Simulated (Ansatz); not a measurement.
# BF2H2: the cost of one run

Program: Ansatz 0.2.0. Level of theory: UKS PBE0-D4/def2-SVP. These are calculated values, not measurements.

### 1 Starting point

Bond lengths: B1–F2 1.570 Å, B1–H3 1.190 Å, B1–H4 1.190 Å. Angles: F2–B1–H3 120.0°, F2–B1–H4 120.0°, H3–B1–H4 120.0°.

Coordinates:

```xyz
5

B     0.0000    0.0000    0.0000
F     0.0000    0.0000    1.5700
H     1.0305    0.0000   -0.5950
H    -1.0305    0.0000   -0.5950
F     0.0000    0.0000    3.0100
```

### 2 A restrained relaxation towards end A

Springs on the bonds that form and break draw the guess towards this end; the thresholds are loose.

input.yaml reads:

```yaml
crystal:
  periodic: [false, false, false]
  atoms:
    - { symbol: B, position_ang: [0.0, 0.0, 0.0] }
    - { symbol: F, position_ang: [0.0, 0.0, 1.57] }
    - { symbol: H, position_ang: [1.0305, 0.0, -0.595] }
    - { symbol: H, position_ang: [-1.0305, 0.0, -0.595] }
    - { symbol: F, position_ang: [0.0, 0.0, 3.01] }
magnetization:
  spin_polarized: true
  initial_magnetization: 1
basis:
  gaussian: { orbitals: def2-SVP }
hamiltonian:
  xc: pbe0
  dispersion: d4
relax:
  f_tol: 0.15
  max_steps: 25
  restrain:
    - { distance: [1, 4], at: 2.34, k: 30.0 }
    - { distance: [0, 1], at: 1.32, k: 30.0 }
```

Started as:

```sh
> ansatz run input.yaml --threads 1 --pin off --max-ram 2048MiB --backend cpu --events-out ev --progress --plain --runs-dir out
```

What time and memory should one allow on 1 thread of Arm Neoverse V2, shared host?

About 16 s, with a peak of 0.12 GiB.
